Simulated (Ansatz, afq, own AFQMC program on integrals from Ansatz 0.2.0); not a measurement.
NH₃ + HO, doublet: a scan with AFQMC

```xyz
6

N    -1.1775    0.0111   -0.0261
H    -1.4748    0.9789   -0.0261
H    -1.4748   -0.3912    0.8542
H    -0.1651    0.0111   -0.0261
O     1.1395    0.0111   -0.0261
H     1.3913   -0.9289   -0.0261
```

A hydrogen atom is moved from one rigid fragment to the other; the N1–H4 distance tells how far. The two fragments are held close together, so this isn't a minimum-energy path and the start is a compressed complex. Energies in kJ/mol count from this geometry (1.012 Å) at the same level; the start stands on UHF, each point on the determinant named.

Basis cc-pVTZ. Noble-gas cores (and the filled d shells of Ga–Kr and In–Xe) are frozen. Integrals, coupled cluster, full CI and functionals: Ansatz 0.2.0; the random walks run on the same integrals in our own AFQMC program. The CISD trial takes its coefficients from CCSD amplitudes. Released means that phaseless walkers are propagated on without the constraint, phases kept. ± is one standard error of the sampling.

| r(N1–H4) / Å | det. | T1 | weight | ⟨S²⟩ | CCSD(T) | ph-AFQMC/CISD | r2SCAN | MP2 |
| --- | --- | --- | --- | --- | --- | --- | --- | --- |
| 1.102 | UHF | 0.038 | 0.84 | 0.78 | -4.9 | -4.5 ± 0.9 | -12.6 | -2.6 |
| 1.147 | UHF | 0.029 | 0.86 | 0.79 | -9.3 | -7.4 ± 0.7 | -16.7 | -13.3 |
| 1.192 | UHF | 0.021 | 0.87 | 0.78 | -16.6 | -16.0 ± 1.0 | -20.9 | -28.3 |
| 1.237 | UHF | 0.025 | 0.86 | 0.77 | -25.6 | -24.8 ± 1.0 | -25.0 | -37.6 |
| 1.327 | UHF | 0.018 | 0.88 | 0.76 | -40.9 | -40.9 ± 0.8 | -28.3 | -54.6 |

Weight is that of the determinant in the CISD state; at the start T1 is 0.031 and the weight 0.86, and ⟨S²⟩ is 0.77. Symmetry can't show for every point that it stays on the start's state. Largest departures from phaseless AFQMC with a CISD trial: CCSD(T) -2.0 kJ/mol at 1.147 (on UHF), MP2 -13.7 kJ/mol at 1.327 (on UHF). The walk's constraint bias lies outside its error bars, so these are departures and not errors. The functionals aren't scored here.

Some points may be missing: those where a free walk finds a much lower state, and past Zn most of those on another determinant than at the start.
